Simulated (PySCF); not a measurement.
Homolysis of single bonds, series Al F-Br. Gas-phase values, no solvent. Strings in code marks are SMILES.

The numbers are results of PBE-D3(BJ)/def2-TZVP // PBE0-D3(BJ)/def2-TZVP in PySCF 2.14.0, not measurements. 

```csv
species,dipole moment (D)
whole molecule (`[F][Al]([F])[F]`),…
radical fragment (`[F][Al][F]`),1.68
whole molecule (`[F][Al]([F])[Br]`),0.68
radical fragment (`[F][Al][Br]`),1.46
```

**Question.** What belongs in the gaps?

**Answer.** 
- whole molecule (`[F][Al]([F])[F]`), dipole moment (D): 0.00
